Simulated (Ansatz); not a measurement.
Saddle point of Si2NH7, singlet (Si₂H₄ ([SiH][SiH3]) + NH₃ → Si₂NH₇ ([NH2][SiH2][SiH3]); bonds formed: Si1–H3; dative contacts that become bonds: Si1–N4; bonds broken: H3–N4), PBE0-D4/def2-TZVP structure:

```xyz
10
angstrom
Si -0.9851 -0.2302 0.1246
Si 1.0919 -1.0856 0.8193
H -1.7606 0.2920 -1.1967
N -0.7135 1.1753 -1.1164
H -1.4831 0.5788 1.2813
H 0.9114 -2.1013 1.8942
H 1.7846 -1.7452 -0.3234
H 1.9927 -0.0089 1.3283
H -0.6718 2.1582 -0.8712
H -0.1665 0.9670 -1.9398
```

Energies are electronic, without zero-point energy. Barriers and step energies count from the start structure reached by relaxing down the imaginary mode; all methods use the PBE0-D4 structures, on which another method's saddle can fall below an end. Computed with Ansatz 0.2.0 (basis: def2-TZVPP, with def2-QZVPP for the basis limit); correlated methods freeze the cores. B3LYP uses VWN-RPA correlation. Extrapolation: Hartree–Fock as exp(−7.88 √X), correlation as X^−2.97.

| method | barrier (kcal/mol) | step energy (kcal/mol) |
| --- | --- | --- |
| SPW92 | 30.11 | -27.49 |
| PBE-D4 | 32.75 | -28.10 |
| BLYP-D4 | 34.33 | -29.79 |
| r2SCAN-D4 | 33.68 | -32.87 |
| B97M-V | 37.54 | -30.08 |
| PBE0-D4 | ? | -30.43 |
| B3LYP-D4 | ? | -31.82 |
| r2SCAN0-D4 | 37.47 | -33.49 |
| BHLYP-D4 | ? | -34.55 |
| CAM-B3LYP-D4 | 38.58 | -33.90 |
| wB97X-V | 39.17 | -34.06 |
| wB97M-V | 40.29 | -30.51 |
| B2PLYP | 37.52 | -33.40 |
| PBE-QIDH | 39.15 | -33.27 |
| RPA on PBE | 39.06 | -30.69 |
| HF | 50.29 | -38.61 |
| MP2 | 38.04 | -34.03 |
| CCSD | 42.10 | -32.67 |
| CCSD(T) | 39.85 | -31.71 |

Task: Fill in the withheld barriers. (An estimate is asked for; the value comes from the calculation.)

Result: By the calculation: BHLYP-D4 42.50; B3LYP-D4 37.45; PBE0-D4 37.02 kcal/mol. Each is the energy of the saddle less that of the start structure, by the same method.

For comparison, the barrier by CCSD(T) at an estimated basis limit (MP2 extrapolated from triple and quadruple zeta, plus CCSD(T) − MP2 in triple zeta) is 38.76 kcal/mol.

No T1 diagnostic of these runs exceeds 0.015. The restricted Hartree–Fock reference is unstable towards an unrestricted one at one or more of these structures.

Losses and insertions of silylenes and their heavier kin drive the gas-phase chemistry of silicon and germanium vapour deposition.

Labels in which every atom is bracketed show which atoms are joined, not bond orders.

For scale, one of the runs: CCSD(T)/def2-TZVPP, 213 basis functions, launched by `ansatz run in.yaml --threads 2 --pin off --events-out ev --progress --plain --max-ram 4352MiB`. Time: 64 s of wall clock on 2 CPU threads of an Arm Neoverse V1; the host was shared. Peak host memory: 2.8 GiB.
